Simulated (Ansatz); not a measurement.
The input (input.yaml):

```yaml
crystal:
  periodic: [false, false, false]
  atoms:
    - { symbol: B, position_ang: [0.066968, -0.267707, -0.087034] }
    - { symbol: F, position_ang: [-0.052074, 0.107667, 1.557] }
    - { symbol: H, position_ang: [1.131702, 0.153982, -0.445192] }
    - { symbol: H, position_ang: [-0.973498, 0.046141, -0.605699] }
    - { symbol: O, position_ang: [0.137059, -1.710986, 0.375722] }
    - { symbol: H, position_ang: [-0.696192, -2.176112, 0.207449] }
    - { symbol: H, position_ang: [0.027837, -1.006586, 1.442351] }
basis:
  gaussian: { orbitals: cc-pVDZ }
hamiltonian:
  xc: b3lyp
md:
  timestep: 0.5
  n_steps: 200
  ensemble: nve
  temperature: 300.0
  initial_velocities: maxwell_boltzmann
  seed: 6818
```

Run as:

```bash
$ ansatz run input.yaml --threads 1 --pin off --max-ram 2048MiB --backend cpu --events-out ev --progress --plain --runs-dir out
```

Hardware: 1 thread of AMD EPYC 9R45 96-Core Processor (Zen 5), with other jobs on the host.

Question: Roughly how long does this run take, and how much memory?

Answer: 110 s, with a peak of 0.13 GiB, for 201 ionic steps.
